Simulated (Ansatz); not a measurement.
# CH3OSi− (SMILES C1O[SiH-]1): a relaxation

Where does the structure go when it is relaxed from here with these settings?

Program: Ansatz 0.2.0, Gaussian basis. Level of theory: Hartree-Fock/def2-SVP. These are calculated values, not measurements.

### 1 Starting geometry

The start, displaced at random: SMILES `C1O[SiH-]1`, 6 atoms, charge -1, spin multiplicity 1.

Atoms are counted from 1 here; the program's logs count them from 0.

Bond lengths: C1–O2 1.378 Å, C1–Si3 1.910 Å, C1–H4 1.088 Å, C1–H5 1.036 Å, O2–Si3 1.822 Å. Angles: O2–C1–Si3 65.0°, O2–C1–H4 124.8°, O2–C1–H5 116.3°, Si3–C1–H4 114.8°, Si3–C1–H5 128.8°, H4–C1–H5 104.6°, C1–O2–Si3 71.8°, C1–Si3–O2 43.3°.

Geometry (Å):

```xyz
6

C    -0.0642   -0.2377   -0.5545
O    -0.9663   -0.6086    0.4191
Si   -0.4494    1.1079    0.7448
H    -0.3269    0.0257   -1.5770
H     0.7818   -0.8281   -0.6457
H     0.8531    0.5638    1.8142
```

### 2 The relaxation

File run/in.yaml:

```yaml
crystal:
  periodic: [false, false, false]
  atoms:
    - {symbol: C, position_ang: [-0.064166, -0.237732, -0.554500]}
    - {symbol: O, position_ang: [-0.966338, -0.608565, 0.419116]}
    - {symbol: Si, position_ang: [-0.449401, 1.107943, 0.744752]}
    - {symbol: H, position_ang: [-0.326882, 0.025718, -1.577022]}
    - {symbol: H, position_ang: [0.781825, -0.828055, -0.645693]}
    - {symbol: H, position_ang: [0.853149, 0.563809, 1.814242]}
basis:
  gaussian: {orbitals: def2-SVP}
total_charge: -1
hamiltonian: {xc: hf}
relax: {f_tol: 0.2, max_steps: 80, max_displacement: 0.5}
```

Command:

```bash
$ ansatz run in.yaml --threads 2 --pin off --events-out ev --progress --plain --max-ram 3481MiB
```

**Question.** What will these runs give? Wanted: energy change; last largest force; RMSD from the start.

**Answer**, as computed:

| quantity | value |
| --- | --- |
| steps | 6 |
| energy change | -55.3 kJ/mol |
| last largest force | 0.1597 eV/Å |
| RMSD from the start | 0.097 Å |

**Reading.** It converged in 6 steps at a force tolerance of 0.2 eV/Å. So loose a tolerance leaves the structure only roughly relaxed.
